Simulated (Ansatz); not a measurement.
The first iterations of a band of AlH5OSi (8 atoms, charge 0, multiplicity 1).

Computed with Ansatz, RKS PBE-D4/def2-SVP.

- movable images: 9
- climbing image: yes
- spring: 5.0 eV/Å²
- optimiser: quadratic models (default)
- start path: through a guess of the saddle point
- force threshold: 0.03 eV/Å
- iteration limit: 60
- end points: relaxed

Image 0:

```xyz
8
Properties=species:S:1:pos:R:3
Al 0.592 0.059 -0.335
O 0.211 -0.170 1.320
Si -0.361 -0.476 2.850
H -1.632 -1.283 2.794
H 0.661 -1.248 3.641
H -0.645 0.822 3.560
H 2.097 0.433 -0.697
H -0.578 -0.117 -1.404
```

Image 10:

```xyz
8
Properties=species:S:1:pos:R:3
Al 0.394 -0.575 -0.816
O 0.673 0.480 0.829
Si -0.228 -0.421 2.107
H -1.730 -0.330 2.130
H 0.374 -1.687 2.657
H 0.175 0.617 3.170
H 1.138 1.302 1.081
H -0.451 -1.365 0.571
```

| iteration | highest image above the first end (eV) | largest band force component (eV/Å) |
| --- | --- | --- |
| 1 | 7.604 | 13.719 |
| 2 | 4.324 | 5.168 |
| 3 | 3.450 | 2.452 |
| 4 | 3.112 | 1.227 |
| 5 | 2.940 | 1.138 |
| 6 | 2.809 | 1.526 |
| 7 | 2.660 | 1.864 |
| 8 | 2.656 | 0.985 |
| 9 | 2.775 | 2.272 |
| 10 | 2.843 | 0.861 |
| 11 | 2.904 | 0.416 |

Q: Does the band converge within its limit, and where does its top end?

A: The run converged. It ended after 33 iterations with the highest image 2.833 eV above the first end. Neighbouring images differ by up to 1.2 eV, so the band resolves the path poorly. A vibrational analysis at the climbing image gives one clearly imaginary mode, 1293i cm⁻¹: a first-order saddle point. The orbitals stay closed-shell, which can raise the energy where a bond breaks towards radicals; this wasn't checked here.

Time of the run: 4.4 min on 1 thread of Intel(R) Xeon(R) 6975P-C (Granite Rapids), on a shared host, peak memory 0.18 GiB.
